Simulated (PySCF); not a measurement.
**Beryllium: a sound run and one with changed settings**

Sound run: Be [He] 2s2, Be⁺ [He] 2s1. Computed with PySCF 2.14 in cc-pVTZ (4s3p2d1f, 30 functions), with the non-relativistic Hamiltonian (point nucleus). In the sound run the correlated levels freeze 1s2. The sound run starts from symmetry-adapted Hartree-Fock orbitals and uses a fine grid where one is needed.

Changed run: basis STO-3G. This setting is unsound on purpose.

```tsv
species	method	sound run (hartree)	changed run (hartree)	converged
Be	UHF	-14.57287	-14.35188	yes
Be	PBE	-14.62868	-14.40592	yes
Be	M06-L	-14.66235	-14.43061	yes
Be	MP2	-14.60105	-14.37567	yes
Be	CCSD(T)	-14.61843	-14.40333	yes
Be⁺	UHF	-14.27724	-14.09784	yes
Be⁺	PBE	-14.29811	-14.11224	yes
Be⁺	M06-L	-14.33495	-14.13891	yes
```

Ionisation energy of Be:

| method | sound run (eV) | changed run (eV) |
| --- | --- | --- |
| UHF | 8.045 | 6.913 |
| PBE | 8.995 | 7.991 |
| M06-L | 8.909 | 7.937 |
| MP2 | 8.811 | 7.560 |
| SCS-MP2 | 8.965 | 7.690 |
| CCSD | 9.284 | 8.313 |
| CCSD(T) | 9.284 | 8.313 |
| CCSDT | 9.284 | 8.313 |
| FCI | 9.284 | 8.313 |

A minimal basis cannot let orbitals breathe on ionisation and holds almost no correlation.

For comparison, NIST gives 9.323 eV between the lowest levels.
